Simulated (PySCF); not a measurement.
# Cyclopropane: calculation and literature

Atoms are numbered as in `[CH2:1]1[CH2:2][CH2:3]1`. Hydrogens are named by the atom that carries them.

Method: geometry: PBE0-D3(BJ)/def2-TZVP, σ from GIAO-PBE0/pcSseg-2, B3LYP/pcJ-2 coupling constants, in PySCF 2.14 (fast rotation and ring inversion assumed for equivalent nuclei, a single conformation, non-relativistic, no solvent model).

Coupling constants in Hz:
```tsv
coupling	reference	computed	source
¹J(C1,H(C1))	160.4	167.7	measured; liquid or solution (compiled); Cremer, Kraka, Wu, Luettke, ChemPhysChem 2004, 5, 349
¹J(C1,C2)	12.4	12.7	measured; liquid or solution (compiled); Cremer, Kraka, Wu, Luettke, ChemPhysChem 2004, 5, 349
³J(H(C3),H(C1)) cis	9.0	10.5	measured; solution (compiled); Pretsch, Buehlmann, Badertscher, Structure Determination of Organic Compounds, 4th ed., Springer 2009
³J(H(C3),H(C1)) trans	5.6	6.1	measured; solution (compiled); Pretsch, Buehlmann, Badertscher, Structure Determination of Organic Compounds, 4th ed., Springer 2009
²J(H(C1),H(C1))	-4.3	-4.7	measured; solution (compiled); Pretsch, Buehlmann, Badertscher, Structure Determination of Organic Compounds, 4th ed., Springer 2009
```
